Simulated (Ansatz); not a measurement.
`CC[SiH3]` + `SS` → `[SiH3]SS` + `CC` at 298.15 K and 1 bar (ligand exchange at the Si–C bond).

Isolated molecules relaxed with PBE0-D4/def2-TZVP in Ansatz; ΔE leaves out vibrations. CCSD(T)/CBS is the MP2 limit (def2-TZVPP, def2-QZVPP) plus CCSD(T) − MP2 in def2-TZVPP, frozen cores. This one scheme is used for every species. One conformer a species, not always the lowest.

```tsv
species	CCSD(T)/CBS energy (Eh)	H − E (kJ/mol)	S (J/(mol·K))
`CC[SiH3]`	-369.99568	252.6	298.1
`SS`	-796.74576	60.1	251.3
`[SiH3]SS`	-1087.04745	112.0	314.1
`CC`	-79.71954	207.7	227.7
```

H − E and S are ideal-gas, rigid-rotor, harmonic terms from PBE0-D4/def2-TZVP, for one conformer and one mirror image of each species. 1 Eh = 2625.50 kJ/mol, R = 8.31446 J/(mol·K).

Task: By hand: ΔE, ΔH, ΔS and ΔG.

Result: ΔE = (-1087.04745) + (-79.71954) − (-369.99568) − (-796.74576) = -0.02555 Eh = -67.1 kJ/mol. Δ(H − E) = 112.0 + 207.7 − 252.6 − 60.1 = 7.0, so ΔH = -60.1 kJ/mol. ΔS = 314.1 + 227.7 − 298.1 − 251.3 = -7.6 J/(mol·K). ΔG = -60.1 − 298.15 × (-7.6)/1000 = -57.8 kJ/mol.

Task: By hand: the equilibrium constant, and the temperature at which ΔG would vanish if ΔH and ΔS stayed fixed.

Result: log₁₀ K = −ΔG/(RT ln 10) = 10.1. ΔG = 0 at ΔH/ΔS = 7908 K, far beyond where these terms or the molecules hold.

The number of gas molecules stays the same, so ΔS is small and ΔH decides. A doubt of 5 kJ/mol in ΔE shifts log₁₀ K by 0.9 here. Other conformers and mirror images would add mixing entropy, several J/(mol·K) or more a flexible species. These are equilibria of isolated gas molecules and say nothing of rates. Largest T1 diagnostic: 0.012 (customary marks: 0.02 for closed shells, 0.045 for open ones).
